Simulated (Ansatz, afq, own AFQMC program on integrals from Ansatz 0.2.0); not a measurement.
## BNH, quartet in cc-pVDZ along one coordinate

```xyz
3

B     0.0000   -0.1852    0.7730
N     0.0000    0.0874   -0.7050
H     0.0000    0.7718    1.5065
```

The B1–N2 distance is changed with both sides rigid. Energies in kJ/mol count from this geometry (1.503 Å) at the same level; the start stands on UHF, each point on the determinant named.

Basis cc-pVDZ. Only valence electrons are correlated. Integrals, coupled cluster, full CI and functionals: Ansatz 0.2.0; the random walks run on the same integrals in our own AFQMC program. ph-AFQMC/CISD is guided by a CISD state made of CCSD amplitudes; releasing the constraint for a short imaginary time cuts its bias at the price of noise, slowly where states lie close. Uncertainties: one standard error, sampling alone.

Cautions, each for one point or more: an unrestricted solution with more broken spin lies lower, while this determinant keeps restricted orbitals; higher spins were not checked; lower spins were not checked; strong correlation; the ph-AFQMC/CISD walk drifts between its halves; unrestricted determinant spin contaminated; walk and cluster series may follow different spin states.

```json
{"r(B1–N2) / Å": "1.214", "det.": "UHF", "T1": "0.027", "weight": "0.92", "⟨S²⟩": "3.76", "CCSD(T)": "209.9", "ph-AFQMC/CISD": "211.1 ± 1.0", "released AFQMC": "211.8 ± 1.6", "CCSDT(Q)": "210.1", "CCSD": "209.3", "B3LYP": "188.0"}
{"r(B1–N2) / Å": "1.794", "det.": "UHF", "T1": "0.024", "weight": "0.90", "⟨S²⟩": "3.78", "CCSD(T)": "46.7", "ph-AFQMC/CISD": "45.9 ± 1.1", "released AFQMC": "46.3 ± 1.6", "CCSDT(Q)": "45.5", "CCSD": "48.8", "B3LYP": "54.9"}
{"r(B1–N2) / Å": "2.453", "det.": "UHF¶", "T1": "0.050", "weight": "0.85", "⟨S²⟩": "4.16", "CCSD(T)": "182.5", "ph-AFQMC/CISD": "179.9 ± 1.3", "released AFQMC": "177.4 ± 1.8*", "CCSDT(Q)": "180.6", "CCSD": "181.2", "B3LYP": "220.0§"}
{"r(B1–N2) / Å": "3.350", "det.": "UHF¶", "T1": "0.099", "weight": "0.74", "⟨S²⟩": "4.22", "CCSD(T)": "186.4", "ph-AFQMC/CISD": "186.3 ± 1.1", "released AFQMC": "185.8 ± 1.6*", "CCSDT(Q)": "187.4", "CCSD": "181.8", "B3LYP": "266.7§"}
{"r(B1–N2) / Å": "5.000", "det.": "UHF", "T1": "0.009", "weight": "0.89", "⟨S²⟩": "3.75", "CCSD(T)": "186.3", "ph-AFQMC/CISD": "188.5 ± 0.8", "released AFQMC": "187.8 ± 1.3*", "CCSDT(Q)": "187.6", "CCSD": "181.4", "B3LYP": "273.5"}
```

Weight is that of the determinant in the CISD state; at the start T1 is 0.022 and the weight 0.92, and ⟨S²⟩ is 3.76. ¶ marks points with a poor determinant and no full CI, where no value is sure; they don't count among the departures. An asterisk marks released energies that aren't shown to be converged. § marks a functional whose ⟨S²⟩ is too high by over 0.1. Largest departures from CCSDT(Q), at the points where its series has closed: CCSD(T) -1.3 kJ/mol at 5.000 (on UHF), ph-AFQMC/CISD 1.0 kJ/mol at 1.214 (on UHF) (within the noise), released AFQMC 1.7 kJ/mol at 1.214 (on UHF) (within the noise), CCSD -6.3 kJ/mol at 5.000 (on UHF), B3LYP 85.9 kJ/mol at 5.000. Functionals count only at points shown to share the start's state and spin. In this small basis the wave-function levels are far from their limit, so their gap to the functionals isn't the functionals' error.

Some points may be missing: those where a free walk finds a much lower state, and past Zn most of those on another determinant than at the start.

A walk keeps the symmetry of its determinant, which the program's search chose and which needn't be the lowest solution, so a lower state of the same spin and another symmetry isn't excluded.
